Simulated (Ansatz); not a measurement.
# BSiN (triplet): wave-function methods side by side, def2-QZVPP

The task here is to estimate one member of a computed series from the others.

Program: Ansatz 0.2.0, Gaussian basis. Level of theory: def2-QZVPP, core rule «outside noble gas», up to 7 orbitals frozen. These are calculated values, not measurements.

To be run: UHF; ROHF; CCSD(T) on UHF.

2 further runs of the same task are left out: 2 set aside as unsound or not needed.

### The geometry

The geometry is a PBE0/def2-TZVP stationary point (not a proven minimum).

3 atoms, charge 0, spin multiplicity 3.

Atoms are counted from 1 here; the program's logs count them from 0.

Bond lengths: B1–N2 1.274 Å, N2–Si3 1.674 Å. Angles: B1–N2–Si3 180.0°.

Geometry (Å):

```xyz
3
charge 0, multiplicity 3
B     0.0000    0.0000   -1.4078
N     0.0000    0.0000   -0.1333
Si    0.0000    0.0000    1.5410
```

The first run:

The input, in.yaml:

```yaml
crystal:
  periodic: [false, false, false]
  atoms:
    - {symbol: B, position_ang: [0.000000, 0.000000, -1.407767]}
    - {symbol: N, position_ang: [0.000000, 0.000000, -0.133267]}
    - {symbol: Si, position_ang: [0.000000, 0.000000, 1.541033]}
basis:
  gaussian: {orbitals: "def2-QZVPP.json"}
magnetization: {spin_polarized: true, initial_magnetization: 2}
hamiltonian: {xc: hf}
output: {orbitals: {seedname: orbitals}}
```

Started as:

```sh
> ansatz run in.yaml --threads 1 --pin off --events-out ev --progress --plain --max-ram 2393MiB
```

Steps of the session up to this table: UHF; ROHF; CCSD(T) on UHF.

One table of the session follows, with a row left open; its other results are not shown here.

It belongs to the step «Misses and costs». 

| method | from UCCSD(T) (kcal/mol) |
| --- | --- |
| ROHF | +249.68 |
| UHF | ? |
| UMP2 | +24.87 |
| UCCSD | +13.13 |
| UCCSD(T) | 0 |

**Question.** Estimate the row for UHF.

The run gave: from UCCSD(T) (kcal/mol): +241.74. In the column «from UCCSD(T) (kcal/mol)» it lies between UMP2 (+24.87) and ROHF (+249.68).
